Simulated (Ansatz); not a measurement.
# SiPH2 (quartet): wave-function methods side by side, cc-pVDZ

The task here is to estimate one member of a computed series from the others.

Method: cc-pVDZ, core rule «outside noble gas», up to 10 orbitals frozen; program: Ansatz 0.2.0, Gaussian basis.

To be run: UHF; CCSD(T) on ROHF; CCSD(T) on UHF; BCCD(T) on ROHF; CISD; CCSDT(Q) on ROHF; CCSDT(Q) on UHF; CASSCF and MRCISD+Q, 11 electrons in 10 orbitals; CASSCF and NEVPT2, 11 electrons in 10 orbitals.

24 further runs of the same task are left out: 8 that didn't finish, 16 set aside as unsound or not needed.

## The geometry

The geometry is a PBE0/def2-TZVP stationary point (not a proven minimum).

4 atoms, charge 0, spin multiplicity 4.

Atoms are counted from 1 here; the program's logs count them from 0.

Bond lengths: Si1–P2 2.275 Å, Si1–H3 1.499 Å, P2–H4 1.427 Å. Angles: P2–Si1–H3 115.3°, Si1–P2–H4 96.5°.

Coordinates:

```xyz
4
H2PSi
Si   -0.0600   -0.0833    1.1792
P     0.0003    0.0905   -1.0882
H     0.9952    0.6913    1.9103
H     0.6663   -1.1489   -1.3278
```

Set-up of the first run:

Input file in.yaml:

```yaml
crystal:
  periodic: [false, false, false]
  atoms:
    - {symbol: Si, position_ang: [-0.059994, -0.083342, 1.179230]}
    - {symbol: P, position_ang: [0.000332, 0.090462, -1.088224]}
    - {symbol: H, position_ang: [0.995175, 0.691262, 1.910267]}
    - {symbol: H, position_ang: [0.666308, -1.148881, -1.327757]}
basis:
  gaussian: {orbitals: cc-pVDZ}
magnetization: {spin_polarized: true, initial_magnetization: 3}
hamiltonian: {xc: hf}
output: {orbitals: {seedname: orbitals}}
```

Command:

```console
$ ansatz run in.yaml --threads 1 --pin off --events-out ev --progress --plain --max-ram 2393MiB
```

Among the steps run: UHF; CCSD(T) on ROHF; CCSD(T) on UHF; BCCD(T) on ROHF; CISD; CCSDT(Q) on ROHF; CCSDT(Q) on UHF; CASSCF and MRCISD+Q, 11 electrons in 10 orbitals; CASSCF and NEVPT2, 11 electrons in 10 orbitals.

One table of the session follows, with a row left open; its other results are not shown here.

```
          method  from UCCSDT(Q) (meV)
            ROHF               +5800.1
             UHF               +5643.4
            RMP2               +1223.0
            UMP2               +1240.9
            CISD                +625.0
           RCCSD                +213.2
           UCCSD                +208.9
        RCCSD(T)                 +45.5
        UCCSD(T)                 +45.4
         BCCD(T)                 +44.9
          RCCSDT                 +10.2
          UCCSDT                  +9.6
       RCCSDT(Q)                  +0.7
       UCCSDT(Q)                     0
  CASSCF valence                     ?
  NEVPT2 valence               +1119.5
  MRCISD valence                +378.2
MRCISD+Q valence                 +34.9
```

**Question.** Estimate the row for CASSCF valence.

As computed: from UCCSDT(Q) (meV): +4386.6. In the column «from UCCSDT(Q) (meV)» it lies between UMP2 (+1240.9) and UHF (+5643.4).

With the free atoms at the same levels and basis (separate runs), the atomisation energy is 6.731 eV at UCCSDT(Q), 6.708 eV at RCCSD(T), 6.707 eV at UCCSD(T), 5.061 eV at ROHF.

Limits of these values: Restricted and unrestricted rows rest on different reference determinants; where their highest levels disagree by more than a few hundredths of an eV, they describe different states and don't form one ladder.
